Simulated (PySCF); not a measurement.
Boron: a sound run and one with changed settings

Sound run: B [He] 2s2 2p1, B⁺ [He] 2s2. All numbers are calculated (PySCF 2.14, the spin-free X2C one-electron Hamiltonian (Gaussian nucleus), in x2c-TZVPall (5s3p2d1f, 31 functions)). In the sound run the correlated levels freeze 1s2. The sound run starts from symmetry-adapted Hartree-Fock orbitals and uses a fine grid where one is needed.

Changed run: basis STO-3G, all-electron and non-relativistic. This setting is unsound on purpose.

| species | method | sound run (hartree) | changed run (hartree) | converged |
| --- | --- | --- | --- | --- |
| B | UHF | -24.53906 | -24.14899 | yes |
| B | M06-2X | -24.65687 | -24.28109 | yes |
| B | PBE | -24.61708 | -24.22451 | yes |
| B | MP2 | -24.58257 | -24.16765 | yes |
| B | CCSD(T) | -24.60464 | -24.18899 | yes |
| B⁺ | UHF | -24.24366 | -23.94847 | yes |
| B⁺ | M06-2X | -24.35197 | -24.06361 | yes |
| B⁺ | PBE | -24.29858 | -23.99710 | yes |
| B⁺ | MP2 | -24.27910 | -23.97788 | yes |
| B⁺ | CCSD(T) | -24.30310 | -24.00944 | yes |

Ionisation energy of B:

| method | sound run (eV) | changed run (eV) |
| --- | --- | --- |
| UHF | 8.038 | 5.456 |
| M06-2X | 8.297 | 5.918 |
| PBE | 8.667 | 6.188 |
| MP2 | 8.258 | 5.164 |
| SCS-MP2 | 8.228 | 5.105 |
| CCSD | 8.169 | 4.886 |
| CCSD(T) | 8.205 | 4.886 |

A minimal basis cannot let orbitals breathe on ionisation and holds almost no correlation. The Hamiltonian changed with the basis, so the totals do not compare.

For comparison, NIST gives 8.298 eV between the lowest levels.
